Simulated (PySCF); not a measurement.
# Vibration and rotation of SO

ROHF-CCSD(T) constants of SO, ³Σ⁻ (triplet), unpaired electrons π ↑↑ (PySCF, no relativity, basis sets S def2-TZVPPD, O def2-TZVPPD; masses 31.9721 and 15.9949 u):

- ωe: 1145.0 cm⁻¹
- ωexe: 6.15 cm⁻¹
- Be: 0.70951 cm⁻¹
- αe: 0.00544 cm⁻¹
- D (centrifugal): 1.09e-06 cm⁻¹
- De to S + O: 5.14 eV

(1) Give the vibrational terms G(v) and spacings up to v = 6.

(2) How well does the Morse estimate ωe²/(4ωexe) reproduce De, and what is D0?

Measured values (Huber and Herzberg, Constants of Diatomic Molecules (1979)): ωe = 1149.22 cm⁻¹, ωexe = 5.63 cm⁻¹, Be = 0.7208171 cm⁻¹, αe = 0.0057367 cm⁻¹.

Correlated steps freeze 6 core orbitals. The state is the lowest determinant that a PBE0 search found; another state may lie lower at other levels.

Answers

(1) G(v) = ωe(v+½) − ωexe(v+½)².

```
v  G(v) (cm⁻¹)  G(v) − G(v−1)  Bv (cm⁻¹)
0          571                    0.7068
1         1704           1133     0.7013
2         2824           1120     0.6959
3         3932           1108     0.6905
4         5028           1096     0.6850
5         6111           1084     0.6796
6         7183           1071     0.6742
```

(2) It gives 6.61 eV, 129 % of the computed De. D0 = De − G(0) = 5.14 − 0.07 = 5.07 eV.
